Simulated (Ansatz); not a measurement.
**Omega Hf (model structure): properties by level of theory**

| level (code) | lattice parameter a (Å) | lattice parameter c (Å) |
|---|---|---|
| r²SCAN (Ansatz) | ___ | ___ |
| r²SCAN-D4 (Ansatz) | ___ | 3.088 |
| r²SCAN+rVV10 (Ansatz) | ___ | 3.080 |

Question: What belongs in the gaps?

Answer: 
- r²SCAN (Ansatz, a first-principles code), lattice parameter a (Å): 4.973
- r²SCAN (Ansatz), lattice parameter c (Å): 3.092
- r²SCAN-D4 (Ansatz), lattice parameter a (Å): 4.967
- r²SCAN+rVV10 (Ansatz), lattice parameter a (Å): 4.953

Ansatz's density-functional and Hartree–Fock values are scalar-relativistic unless marked +SOC, with PAW data made under PBE.

Static lattice: no zero-point or thermal effects.

A model structure was made by putting elements into a prototype or built by hand; it is no filed structure, need not be a known phase, and can be a saddle point held by its symmetry.
